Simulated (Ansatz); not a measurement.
# CH5FN: the cost of one run

Method: B3LYP-D4/def2-TZVP; program: Ansatz 0.2.0, Gaussian basis.

79 further runs of the same task are left out: 79 set aside as unsound or not needed.

## 1. The starting structure

The start, a pair relaxed at PBE0-D4: SMILES `[F-].CN`, 8 atoms, charge -1, spin multiplicity 1.

Atoms are counted from 1 here; the program's logs count them from 0.

Bond lengths: C2–N3 1.444 Å, C2–H4 1.106 Å, C2–H5 1.101 Å, C2–H6 1.096 Å, N3–H7 1.015 Å, N3–H8 1.072 Å. Angles: N3–C2–H4 115.2°, N3–C2–H5 111.9°, N3–C2–H6 109.2°, H4–C2–H5 107.2°, H4–C2–H6 106.1°, H5–C2–H6 106.8°, C2–N3–H7 108.7°, C2–N3–H8 108.4°, H7–N3–H8 105.1°.

Geometry (Å):

```xyz
8
charge -1, multiplicity 1
F     1.3531   -0.2668   -2.1417
C    -0.6967   -0.1449    0.4558
N     0.7217    0.1109    0.3614
H    -1.3253    0.4166   -0.2611
H    -1.0848    0.0651    1.4644
H    -0.8849   -1.2062    0.2594
H     0.8845    1.1015    0.5097
H     1.0324   -0.0761   -0.6479
```

## 2. The run

md/in.yaml reads:

```yaml
crystal:
  periodic: [false, false, false]
  atoms:
    - {symbol: F, position_ang: [1.353052, -0.266837, -2.141679]}
    - {symbol: C, position_ang: [-0.696689, -0.144934, 0.455775]}
    - {symbol: N, position_ang: [0.721660, 0.110869, 0.361356]}
    - {symbol: H, position_ang: [-1.325272, 0.416557, -0.261126]}
    - {symbol: H, position_ang: [-1.084788, 0.065083, 1.464392]}
    - {symbol: H, position_ang: [-0.884866, -1.206245, 0.259448]}
    - {symbol: H, position_ang: [0.884500, 1.101500, 0.509725]}
    - {symbol: H, position_ang: [1.032404, -0.076092, -0.647891]}
basis:
  gaussian: {orbitals: def2-TZVP}
total_charge: -1
hamiltonian: {xc: {name: B3LYP}, dispersion: d4}
md: {n_steps: 80, timestep: 0.5, temperature: 300, ensemble: nve, seed: 726, initial_velocities: maxwell_boltzmann}
```

On the command line:

```
$ ansatz run in.yaml --threads 2 --pin off --events-out ev --progress --plain --max-ram 5222MiB
```

**Question.** How long does this run take on 2 threads of Arm Neoverse V1, shared host?

About 1.9 min.
